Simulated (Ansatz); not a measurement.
`F/C=N\CF`, charge 0, multiplicity 1.

Q: Give a relaxed structure at PBE0-D4/def2-TZVP (Ansatz 0.2.0). (Estimate.)

A: Computed: 
```xyz
8

F    -0.6628    0.9658    1.5654
C    -0.8209    1.0176    0.2404
N    -0.2841    0.2805   -0.5992
C     0.6144   -0.7831   -0.3832
F     0.9454   -1.0448    0.9296
H    -1.5051    1.8157   -0.0358
H     1.5424   -0.5587   -0.9185
H     0.1706   -1.6932   -0.7988
```
Point group Cs.
